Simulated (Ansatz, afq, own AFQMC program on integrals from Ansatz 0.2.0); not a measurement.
CHSi, quartet in cc-pVDZ, levels against CCSDT(Q)

```xyz
3

Si    0.0000    0.0439    0.7509
C     0.0000   -0.1514   -1.5569
H     0.0000    0.5822   -2.3708
```

Connectivity, by distances: Si–CH.

Basis cc-pVDZ. Only valence electrons are correlated. AFQMC by an in-house program on the Cholesky factors that Ansatz 0.2.0 writes for its CCSD(T) run. ph-AFQMC/CISD is guided by a CISD state made of CCSD amplitudes; releasing the constraint for a short imaginary time cuts its bias at the price of noise, slowly where states lie close. Free AFQMC starts from the CCSD state and is never constrained. Its projection time is finite, and what remains of the start isn't in its error. Error bars are statistical, one sigma.

Determinant: UHF, the one that the program's search chose, which needn't be the lowest solution. The geometry is a point of a scan.

No full CI on the walks' own integrals is used here; CCSDT(Q) serves as the reference and is uncertain by about the last step of the cluster series.

Cautions: lower spins were not checked; higher spins were not checked; raised T1 diagnostic (T1 0.040, weight of the determinant 0.86, largest double 0.07).

```
T1 diagnostic                               : 0.0402
weight of the determinant in the CISD state : 0.858
⟨S²⟩ of the determinant                     : 3.796
size of the correlated space                : 9 electrons in 31 orbitals
```

Reference: CCSDT(Q), correlation energy -5.176 eV. The released energy is read at 2.40 1/Eh (meV from the phaseless value at times in 1/Eh: -1 ± 13 at 0.24, 6 ± 11 at 0.51, 5 ± 15 at 0.99, -22 ± 17 at 1.62, -23 ± 24 at 2.40).

```json
{"level": "HF", "E − E(reference) (kJ/mol)": "499.4", "share of correlation (%)": "0.00"}
{"level": "MP2", "E − E(reference) (kJ/mol)": "124.0", "share of correlation (%)": "75.17"}
{"level": "CCSD", "E − E(reference) (kJ/mol)": "23.3", "share of correlation (%)": "95.33"}
{"level": "CCSD(T)", "E − E(reference) (kJ/mol)": "6.8", "share of correlation (%)": "98.63"}
{"level": "CCSDT", "E − E(reference) (kJ/mol)": "1.5", "share of correlation (%)": "99.70"}
{"level": "ph-AFQMC/HF", "E − E(reference) (kJ/mol)": "15.2 ± 5.4", "share of correlation (%)": "96.95"}
{"level": "ph-AFQMC/CISD", "E − E(reference) (kJ/mol)": "2.1 ± 1.3", "share of correlation (%)": "99.57"}
{"level": "released AFQMC", "E − E(reference) (kJ/mol)": "-0.1 ± 2.3", "share of correlation (%)": "100.01"}
{"level": "free AFQMC", "E − E(reference) (kJ/mol)": "-0.2 ± 2.0", "share of correlation (%)": "100.03"}
```

Free projections are given only where their last times agree within the noise and don't stop above the reference; a slow remainder of the start can still hide under it. A walk keeps the symmetry of its determinant, which the program's search chose and which needn't be the lowest solution, so a lower state of the same spin and another symmetry isn't excluded. Released energies are given only where the last usable release times agree within the noise; a slower fall can still hide under it.
